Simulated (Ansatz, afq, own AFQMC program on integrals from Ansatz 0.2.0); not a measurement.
**Breaking Si2–F1 in SiI$_{3}$F, singlet**

```xyz
5

F    -0.6920   -0.0239    1.5679
Si   -0.0351   -0.0153    0.0930
I     1.7306   -1.6760    0.0782
I    -1.7906   -0.5709   -1.4834
I     0.8370    2.2125   -0.2971
```

Products: SiI₃ (doublet; I–Si(–I)–I) and F (doublet), each relaxed with PBE0/def2-SVP like the molecule; electronic energies without zero-point terms. Determinants: RHF, UHF and UHF in that order.

Basis def2-SVP with its core potentials. Noble-gas cores (and the filled d shells of Ga–Kr and In–Xe) are frozen. AFQMC by an in-house program on the Cholesky factors that Ansatz 0.2.0 writes for its CCSD(T) run. The CISD trial takes its coefficients from CCSD amplitudes. Released means that phaseless walkers are propagated on without the constraint, phases kept. Error bars are statistical, one sigma. No spin–orbit coupling. The errors of all members are added in quadrature.

No full CI on the walks' own integrals is used here. The released AFQMC energy serves as the reference, which it does only where one determinant dominates, the energy is flat over the last release times and near the phaseless one (40 meV or 2 meV an electron, half that with transition metals). On small molecules, where full CI could be run and the noise was under 10 meV, such values lay within 10 meV of it in 19 cases of 20, a flattering rate, since the rule was set on those same cases; what remains of the bias isn't in the error bar. Each member takes its own surest rung, up to full CI.

The best estimate is CCSD(T) at the basis-set limit (CBS: def2-TZVPP and def2-QZVPP, with their diffuse functions for anions and beside diffuse sets, CCSD(T) itself extrapolated) plus the step from CCSD(T) to AFQMC with the constraint released in def2-SVP. Rows without CBS are in def2-SVP, the functionals in def2-TZVP; B2PLYP and the wave-function rows carry a basis error of their own. Core correlation and relativity beyond core potentials are missing, and ± holds the sampling alone.

Cautions: inner d shell frozen; no spin-orbit coupling; SiI₃F (singlet): the released value is read at 0.90 1/Eh with a noise of 11 meV, more than in the cases checked (meV from the phaseless value at times in 1/Eh: -2 ± 7 at 0.21, -1 ± 8 at 0.42, -5 ± 11 at 0.63, 5 ± 11 at 0.90); SiI₃ (doublet): the released value is read at 0.90 1/Eh (meV from the phaseless value at times in 1/Eh: -4 ± 9 at 0.21, -3 ± 7 at 0.42, -6 ± 6 at 0.63, 5 ± 7 at 0.90).

```csv
level,bond energy (kJ/mol)
CCSD,542.6
B3LYP,574.0
PBE,587.9
```

Q: From these cheaper values, estimate the bond energy at the level of the best estimate.

A: 612.0 ± 1.3 kJ/mol (best estimate, highest rung released AFQMC).

```
         level  bond energy (kJ/mol)  error against the best estimate (kJ/mol)
            HF                 418.5                              -193.4 ± 1.3
           MP2                 581.1                               -30.9 ± 1.3
       CCSD(T)                 546.3                               -65.6 ± 1.3
 ph-AFQMC/CISD           547.5 ± 1.2                               -64.4 ± 1.7
released AFQMC           546.9 ± 1.3                                     -65.1
        HF/CBS                 446.7                              -165.3 ± 1.3
       MP2/CBS                 648.5                                36.5 ± 1.3
   CCSD(T)/CBS                 611.1                                -0.9 ± 1.3
        r2SCAN                 585.2                               -26.8 ± 1.3
          PBE0                 574.7                               -37.3 ± 1.3
       wB97M-V                 608.2                                -3.8 ± 1.3
        B2PLYP                 589.2                               -22.8 ± 1.3
```

Correlation beyond CCSD(T) changes it by less than twice the noise. Going to the basis-set limit adds 64.8 kJ/mol at CCSD(T). The perturbative (T) step is worth +3.7 kJ/mol.

Best estimates are given only where the step beyond CCSD(T) is under 0.3 eV and no member's determinant is very poor (T1 over 0.05, or 0.07 for open shells, ⟨S²⟩ too high by 0.3, two states mixed), so the hardest cases are missing from such tables.

The functionals ran in a triple-zeta set and keep a basis error of their own, a few kJ/mol for each bond in atomization energies and more for double hybrids, so close places among them and the extrapolated levels can swap.

Each member of a difference takes its own highest rung, so a best estimate needn't equal the limit plus the step of one row. Released energies are given only where the last usable release times agree within the noise; a slower fall can still hide under it. The exponents were fitted on light atoms, and def2 sets of heavy atoms don't grow evenly, so the limit is rough here.
